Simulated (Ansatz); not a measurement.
Relaxation of CH$_{4}$AlF (7 atoms, charge 0, multiplicity 1), to a largest force component of 0.03 eV/Å in at most 50 steps.

Level of theory: UKS r2SCAN-D4/def2-SVP (Ansatz 0.2.0).

```xyz
7
Properties=species:S:1:pos:R:3
Al -0.213 -0.803 -0.461
F -1.734 -1.597 -0.470
H 0.306 -1.936 -1.333
C 0.319 0.833 0.423
H 0.817 0.608 1.382
H 1.041 1.403 -0.185
H -0.536 1.492 0.645
```

Q: Where does it end, and by what steps?

A: The forces met the threshold. After 5 steps the energy has fallen by 0.518 eV; H3 moved furthest, 0.34 Å.

| step | energy less start (eV) | largest force component (eV/Å) | accepted |
| --- | --- | --- | --- |
| 0 | 0.0000 | 1.700 | yes |
| 1 | -0.4150 | 1.233 | yes |
| 2 | -0.5009 | 0.831 | yes |
| 3 | -0.5149 | 0.402 | yes |
| 4 | -0.5177 | 0.079 | yes |
| 5 | -0.5184 | 0.017 | yes |

```xyz
7
Properties=species:S:1:pos:R:3
Al -0.284 -0.874 -0.479
F -1.868 -1.369 -0.286
H 0.622 -1.825 -1.361
C 0.286 0.766 0.386
H 0.790 0.540 1.342
H 1.013 1.330 -0.222
H -0.559 1.434 0.620
```

Whether the end is a true minimum wasn't checked by a vibrational analysis.

Run time: 14 s on 2 threads of Arm Neoverse V2, on a shared host, peak memory 0.18 GiB.
